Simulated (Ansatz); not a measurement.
**One shape, several levels: doublet BCl+**

Wanted: a comparison of 6 runs (UHF/def2-TZVPPD, U-r2SCAN/def2-TZVPPD, U-r2SCAN0/def2-TZVPPD, U-wB97X/def2-TZVPPD, UB2PLYP/def2-TZVPPD, RPA@PBE0/def2-TZVPPD) of doublet BCl+. 

Program for the calculation: Ansatz 0.2.0.

40 further runs of the same task are left out: 40 set aside as unsound or not needed.

### 1 The molecule

BCl+ has 2 atoms, charge +1, and is taken as a doublet. SMILES of the parent species: `[B]Cl`. The shape is that of a PBE0-D4/def2-TZVP optimisation. That shape belongs to the parent species and isn't relaxed for this state.

Bond lengths: B1–Cl2 1.718 Å.

### 2 A single-point energy at UHF/def2-TZVPPD (run 1)

Input file in.yaml:

```yaml
basis:
  gaussian: {orbitals: def2-TZVPPD.json}
crystal:
  periodic: [false, false, false]
  atoms:
    - {symbol: B, position_ang: [-0.000000, -0.000000, -0.069660]}
    - {symbol: Cl, position_ang: [0.000000, 0.000000, 1.648190]}
total_charge: 1
magnetization: {spin_polarized: true, initial_magnetization: 1}
hamiltonian: {xc: hf}
accuracy: high
output: {orbitals: {seedname: orbitals}}
```

The basis set def2-TZVPPD is read from a file made from the Basis Set Exchange's data (not shown).

Command:

```bash
ansatz run in.yaml --threads 1 --pin off --max-ram 3480MiB --events-out events.jsonl --progress --plain --runs-dir runs
```

The log of the run:

```text
Warning: RAYON_NUM_THREADS=1 ignored (pool sized by the plan → 1); use --threads N
Functional definition: HF
  name "HF"
  exchange = exact_x
  correlation = 0
1174 factors; integrals over basis functions are off by at most 3.0e-9 eV
mean field evaluation 1: about -13162.2731 eV, gradient 2.0e1 eV
mean field evaluation 2: about -13162.2768 eV, gradient 2.0e1 eV
mean field evaluation 4: about -13165.1998 eV, gradient 2.8e0 eV
mean field evaluation 8: about -13165.3578 eV, gradient 2.6e-1 eV
mean field evaluation 16: about -13165.3603 eV, gradient 2.9e-8 eV
mean field -13165.36025502 eV, -483.8180655704 hartree, gradient 2.9e-8 eV, S^2 0.760363; 0 other end points of the search recorded, 0 dependent functions left out
reference -13165.36025502 eV, -483.8180655704 hartree; 11, 10 occupied and 77, 78 virtual orbitals, 1174 factors
Total energy: -13165.36025502 eV, -483.8180655704 hartree
```

Wall time 1.5 s (1 thread of Arm Neoverse V1, shared host); peak memory 0.17 GiB.

### 3 A single-point energy at U-r2SCAN/def2-TZVPPD (run 2)

Input file run.yaml:

```yaml
basis:
  gaussian: {orbitals: def2-TZVPPD.json}
crystal:
  periodic: [false, false, false]
  atoms:
    - {symbol: B, position_ang: [-0.000000, -0.000000, -0.069660]}
    - {symbol: Cl, position_ang: [0.000000, 0.000000, 1.648190]}
total_charge: 1
magnetization: {spin_polarized: true, initial_magnetization: 1}
hamiltonian: {xc: {name: r2SCAN}}
accuracy: high
output: {orbitals: {seedname: orbitals}}
```

The basis set def2-TZVPPD is read from a file made from the Basis Set Exchange's data (not shown).

Command:

```bash
ansatz run run.yaml --threads 1 --pin off --max-ram 3480MiB --events-out events.jsonl --progress --plain --runs-dir runs
```

The log of the run:

```text
Warning: RAYON_NUM_THREADS=1 ignored (pool sized by the plan → 1); use --threads N
Functional definition: r2SCAN
  name "r2SCAN"
  parameter k0 = 0.174
  parameter k1 = 0.065
  parameter a1 = 4.9479
  exchange = r2scan_x(k0 = k0, k1 = k1, a1 = a1)
  correlation = r2scan_c
1174 factors; integrals over basis functions are off by at most 3.0e-9 eV
mean field evaluation 1: about -13182.5711 eV, gradient 2.8e1 eV
mean field evaluation 2: about -13151.9216 eV, gradient 7.9e1 eV
mean field evaluation 4: about -13186.2805 eV, gradient 5.5e0 eV
mean field evaluation 8: about -13186.4248 eV, gradient 2.2e-2 eV
mean field evaluation 16: about -13186.4248 eV, gradient 2.1e-5 eV
mean field -13186.42477998 eV, -484.5921725844 hartree, gradient 1.3e-8 eV, S^2 0.763372; 0 other end points of the search recorded, 0 dependent functions left out
reference -13186.42478371 eV, -484.5921727215 hartree; 11, 10 occupied and 77, 78 virtual orbitals, 1174 factors
Total energy: -13186.42478371 eV, -484.5921727215 hartree
```

Wall time 8.4 s (1 thread of Arm Neoverse V1, shared host); peak memory 0.24 GiB.

Runs 3 to 5 aren't shown in full; the table further down has their settings and results.

### 4 The energy at RPA@PBE0/def2-TZVPPD (run 6)

Input file job.yaml:

```yaml
crystal:
  periodic: [false, false, false]
  atoms:
    - {symbol: B, position_ang: [-0.000000, -0.000000, -0.069660]}
    - {symbol: Cl, position_ang: [0.000000, 0.000000, 1.648190]}
basis:
  gaussian:
    orbitals: def2-TZVPPD.json
total_charge: 1
magnetization:
  spin_polarized: true
  initial_magnetization: 1
hamiltonian:
  xc: {name: PBE0}
correlation:
  method: rpa
  frozen_orbitals: {B: 1, Cl: 5}
accuracy: high
```

The basis set def2-TZVPPD is read from a file made from the Basis Set Exchange's data (not shown).

Command:

```bash
ansatz run job.yaml --threads 1 --pin off --max-ram 3480MiB --events-out events.jsonl --progress --plain --runs-dir runs
```

The log of the run, cut to the lines that bear on the results:

```text
Warning: RAYON_NUM_THREADS=1 ignored (pool sized by the plan → 1); use --threads N
Functional definition: PBE0
  name "PBE0"
[...]
1174 factors; integrals over basis functions are off by at most 3.0e-9 eV
[...]
mean field -13182.47443121 eV, -484.4469999447 hartree, gradient 6.9e-8 eV, S^2 0.758699; 2 other end points of the search recorded, 0 dependent functions left out
6 core orbitals not correlated: weight in the atoms' cores, before any rotation towards them, 1.000 or more for the frozen orbitals, at most 0.000 for the correlated occupied ones
reference -13165.01831621 eV, -483.8054995509 hartree; 5, 4 occupied and 77, 78 virtual orbitals, 1174 factors
Total energy: -13175.03048259 eV, -484.1734398786 hartree
```

It took 8.7 s on 1 thread of Arm Neoverse V1, shared host; peak memory 0.22 GiB.

### 5 Overview of the runs

| run | level | frozen core orbitals | energy (Eh) | HOMO energy (eV) | LUMO energy (eV) | ⟨S²⟩ | wall time |
| --- | --- | --- | --- | --- | --- | --- | --- |
| 1 | UHF/def2-TZVPPD | – | -483.818066 | -21.22 | -7.88 | 0.760 | 1.5 s |
| 2 | U-r2SCAN/def2-TZVPPD | – | -484.592173 | -16.74 | -12.33 | 0.763 | 8.4 s |
| 3 | U-r2SCAN0/def2-TZVPPD | – | -484.584253 | -18.11 | -11.70 | 0.760 | 10 s |
| 4 | U-wB97X/def2-TZVPPD | – | -484.622414 | -20.15 | -11.08 | 0.757 | 18 s |
| 5 | UB2PLYP/def2-TZVPPD | 6 | -484.484202 | -19.21 | -10.77 | 0.757 | 6 s |
| 6 | RPA@PBE0/def2-TZVPPD | 6 | -484.173440 | – | – | 0.759 | 8.7 s |

### 6 Results

```
                                quantity          value
                     run 6: total energy  -484.17344 Eh
 run 6: RPA correlation energy (valence)     -367.9 mEh
run 6: ⟨S²⟩ of the reference determinant          0.759
```

What this shows: Totals of different functionals can't be ranked against each other. All runs together took 53 s, the longest 18 s.
